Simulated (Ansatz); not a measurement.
Take a crystal in which Br has been replaced by I on all its sites, with the cell rescaled by a rough guess (in some cases also distorted within its space group) and nothing relaxed:

```xyz
4
Lattice="4.1080 0.0000 0.0000 -2.0540 3.5576 0.0000 0.0000 0.0000 9.8793" Properties=species:S:1:pos:R:3 pbc="T T T"
Ca    0.0000    2.3718    3.4662
Ca    2.0540    1.1859    8.4058
I     0.0000    2.3718    0.2386
I     2.0540    1.1859    5.1782
```

Theory: DFT PBE, scalar-relativistic, plane waves, PAW (Ansatz 0.2.0).

Settings: cutoff 420 eV, Γ-centred mesh 12×12×4 on the computed 4-atom cell, Gaussian smearing of 0.10 eV; no spin polarisation.

Will this cell want to expand or contract, and how hard?

The pressure is 5.6 GPa (positive in compression), so the cell would expand.

Is it a metal on this mesh?

Yes, a band crosses the Fermi level.

What is its energy against the elements in their standard states?

-0.728 eV/atom at this unrelaxed geometry, with the elements in the same functional.

Spin-orbit coupling is left out, which matters for the bands of heavy elements. Spin polarisation was left out, and a magnetic state may lie lower.